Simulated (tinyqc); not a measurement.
Inside a calculation. Method: Pariser-Parr-Pople SCF with singles CI, for the molecule C=C(O)F (SMILES; centres numbered as the heavy atoms are written). Computed by tinyqc, a small Python program that keeps every step. Settings: charge = 0, gamma = Ohno, start = core, damping = 0, iteration cap = 74, excitations kept = 4. Command: `OMP_NUM_THREADS=1 python tinyqc.py 26646 26647 out.jsonl` (the two numbers bound the seeds that draw the settings). One thread of a shared host (Intel(R) Xeon(R) Processor @ 2.60GHz), about 0.01 s of CPU time with the checks. Later iterations appear only in the table of the cycle.

## PPP integrals

Centres (angstrom, eV; a flat drawing with bonds scaled to 1.40 angstrom):
```
centre          x          y  core charge z          W   gamma_rr
1C      -1.212000  -0.700000              1  11.160000  11.130000
2C       0.000000   0.000000              1  11.160000  11.130000
3O       1.212000  -0.700000              2  33.000000  21.500000
4F       0.000000   1.400000              2  39.000000  21.400000
```

Resonance integrals (eV):
```
i  j       beta
1  2  -2.530000
2  3  -2.380000
2  4  -2.220000
```

Ohno: gamma = 14.399645/sqrt(R^2 + a^2), a = 2 x 14.399645/(gamma_rr + gamma_ss); H_rr = -W_r - sum_(s != r) z_s gamma_rs; H_rs = beta for bonds.

repulsion gamma_rs (eV), lower triangle:
```
           1C         2C         3O         4F
1C  11.130000
2C   7.554960  11.130000
3O   5.581945   8.702432  21.500000
4F   5.578607   8.693146   5.723524  21.400000
```

core matrix H (eV), lower triangle:
```
            1C          2C          3O          4F
1C  -41.036064
2C   -2.530000  -53.506116
3O    0.000000   -2.380000  -58.731425
4F    0.000000   -2.220000    0.000000  -64.718801
```

## Starting guess

pi electrons, sum of z_r less the charge = 6

Orbitals of the core matrix H.

P at the start, lower triangle:
```
           1C        2C         3O        4F
1C   0.081023
2C   0.389378  1.920992
3O  -0.050894  0.010327   1.998650
4F  -0.035726  0.007249  -0.000947  1.999335
```

## Iteration 1: Fock matrix

F_rr = H_rr + P_rr gamma_rr / 2 + sum_(s != r) P_ss gamma_rs; F_rs = H_rs - P_rs gamma_rs / 2; E = tr P (H + F) / 2 + core repulsion sum_(r<s) z_r z_s gamma_rs.

F (eV), lower triangle:
```
           1C         2C         3O          4F
1C  -3.762295
2C  -4.000866  -7.430042
3O   0.142044  -2.424935  -8.633127
4F   0.099649  -2.251508   0.002712  -14.735138
```

pi energy = -122.164868 eV

## Iteration 1: orbitals and new P

Diagonalise F (the basis is taken as orthonormal) and form P = 2 sum c c over the lowest orbitals.

orbital energies (eV): -15.560991  -10.880223  -7.338635  -0.780753

P after iteration 1, lower triangle:
```
           1C        2C         3O        4F
1C   0.760451
2C   0.909101  1.333254
3O  -0.303221  0.222386   1.925826
4F  -0.155592  0.114113  -0.038061  1.980470
```

## Iteration 2: Fock matrix

As before.

F (eV), lower triangle:
```
           1C         2C          3O          4F
1C  -4.933361
2C  -5.964111  -6.365504
3O   0.846281  -3.347650  -10.846189
4F   0.433993  -2.716001    0.108922  -16.672841
```

pi energy = -127.310772 eV

## Iteration 2: orbitals and new P

As before.

orbital energies (eV): -17.555989  -12.977214  -9.605090  1.320398

P after iteration 2, lower triangle:
```
           1C        2C         3O        4F
1C   1.057804
2C   0.930118  1.081805
3O  -0.322938  0.318798   1.889313
4F  -0.165078  0.162962  -0.056580  1.971077
```

## Iteration 3: Fock matrix

As before.

F (eV), lower triangle:
```
           1C         2C          3O          4F
1C  -5.434480
2C  -6.043501  -5.917719
3O   0.901311  -3.767160  -11.820860
4F   0.460452  -2.928325    0.161920  -17.509378
```

pi energy = -127.995580 eV

## Iteration 3: orbitals and new P

As before.

orbital energies (eV): -18.408786  -13.819781  -9.968994  1.515124

P after iteration 3, lower triangle:
```
           1C        2C         3O        4F
1C   1.146319
2C   0.921367  1.005580
3O  -0.319970  0.345340   1.880071
4F  -0.165205  0.178304  -0.061921  1.968029
```

## Convergence

Stop when output and input P, before any damping, agree to 1e-7.

Course of the cycle:
```
iteration         E (eV)  largest |P(out) - P(in)|
1          -122.16486811                  6.79e-01
2          -127.31077210                  2.97e-01
3          -127.99558008                  8.85e-02
4          -128.05821104                  2.70e-02
5          -128.06424151                  8.42e-03
6          -128.06484497                  2.65e-03
7          -128.06490684                  8.36e-04
8          -128.06491332                  2.65e-04
9          -128.06491402                  8.61e-05
10         -128.06491409                  2.86e-05
11         -128.06491410                  9.61e-06
12         -128.06491410                  3.25e-06
13         -128.06491410                  1.11e-06
14         -128.06491410                  3.82e-07
15         -128.06491410                  1.33e-07
16         -128.06491410                  4.65e-08
```

Converged in 16 iterations.

## Converged orbitals

Charges are z - P_rr.

orbital energies (eV): -18.788122  -14.180645  -10.027329  1.512949

coefficients:
```
         MO1        MO2        MO3        MO4
1C  0.096119   0.243803   0.723972  -0.638111
2C  0.303943   0.443968   0.442488   0.717437
3O  0.142812   0.811058  -0.510358  -0.247636
4F  0.937008  -0.292638  -0.140013  -0.129518
```

pi charges: 1C -0.185628, 2C 0.029431, 3O 0.122647, 4F 0.033550

## Singles CI, singlets

Over the 3 single excitations with the smallest orbital gaps: A = (e_a - e_i) delta + 2 (ia|jb) - (ij|ab), with (pq|rs) = sum c_mp c_mq gamma_mn c_nr c_ns. f = 2/3 w |mu|^2 in atomic units, mu = sqrt2 sum c_ia sum_m c_mi c_ma R_m.

singlet CI matrix (eV), lower triangle:
```
           3>4        2>4        1>4
3>4   6.189660
2>4  -0.029403   8.967465
1>4  -0.040304  -0.168961  13.176548
```

singlet excitation energies (eV): 6.189094  8.961040  13.183538

oscillator strengths: 0.624857  0.142674  0.032903

## Singles CI, triplets

Over the 3 single excitations with the smallest orbital gaps: A = (e_a - e_i) delta - (ij|ab), with (pq|rs) = sum c_mp c_mq gamma_mn c_nr c_ns.

triplet CI matrix (eV), lower triangle:
```
           3>4        2>4        1>4
3>4   2.767939
2>4  -0.351558   7.287040
1>4  -0.318486  -0.388867  12.630240
```

triplet excitation energies (eV): 2.728521  7.289653  12.667044
